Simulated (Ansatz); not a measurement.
Geometry optimisation, UKS PBE/def2-SVP (Ansatz 0.2.0).

Input:

```yaml
crystal:
  periodic: [false, false, false]
  atoms:
    - { symbol: C, position_ang: [-0.1577, 0.5367, -0.1517] }
    - { symbol: C, position_ang: [0.2568, -0.8171, 0.2105] }
    - { symbol: O, position_ang: [-0.67465, -1.53955, 0.57506] }
    - { symbol: O, position_ang: [1.45434, -1.06885, 0.18349] }
    - { symbol: H, position_ang: [-0.9312, 0.5458, -0.9985] }
    - { symbol: H, position_ang: [-0.6764, 1.0756, 0.6997] }
    - { symbol: H, position_ang: [0.6758, 1.1873, -0.4784] }
magnetization:
  spin_polarized: true
  initial_magnetization: 1
basis:
  gaussian: { orbitals: def2-SVP }
hamiltonian:
  xc: pbe
relax:
  f_tol: 0.015
  max_steps: 40
```

Command:

```bash
$ ansatz run input.yaml --threads 1 --pin off --max-ram 2048MiB --backend cpu --events-out ev --progress --plain --runs-dir out
```

Problem. Where does it end, and by what steps?

Solution. The forces met the threshold. After 6 steps the energy has fallen by 0.529 eV; O3 moved furthest, 0.16 Å.

```json
{"step": "0", "energy less start (eV)": "0.0000", "largest force component (eV/Å)": "3.868", "accepted": "yes"}
{"step": "1", "energy less start (eV)": "-0.3161", "largest force component (eV/Å)": "1.496", "accepted": "yes"}
{"step": "2", "energy less start (eV)": "-0.3672", "largest force component (eV/Å)": "2.069", "accepted": "yes"}
{"step": "3", "energy less start (eV)": "-0.5265", "largest force component (eV/Å)": "0.208", "accepted": "yes"}
{"step": "4", "energy less start (eV)": "-0.5288", "largest force component (eV/Å)": "0.033", "accepted": "yes"}
{"step": "5", "energy less start (eV)": "-0.5290", "largest force component (eV/Å)": "0.017", "accepted": "yes"}
{"step": "6", "energy less start (eV)": "-0.5291", "largest force component (eV/Å)": "0.003", "accepted": "yes"}
```

```xyz
7
Properties=species:S:1:pos:R:3
C -0.192 0.619 -0.174
C 0.225 -0.766 0.214
O -0.591 -1.674 0.555
O 1.429 -1.156 0.244
H -0.949 0.571 -0.981
H -0.659 1.123 0.696
H 0.684 1.204 -0.513
```

Whether the end is a true minimum wasn't checked by a vibrational analysis.

Time of the run: 29 s on 1 CPU thread of a shared host.
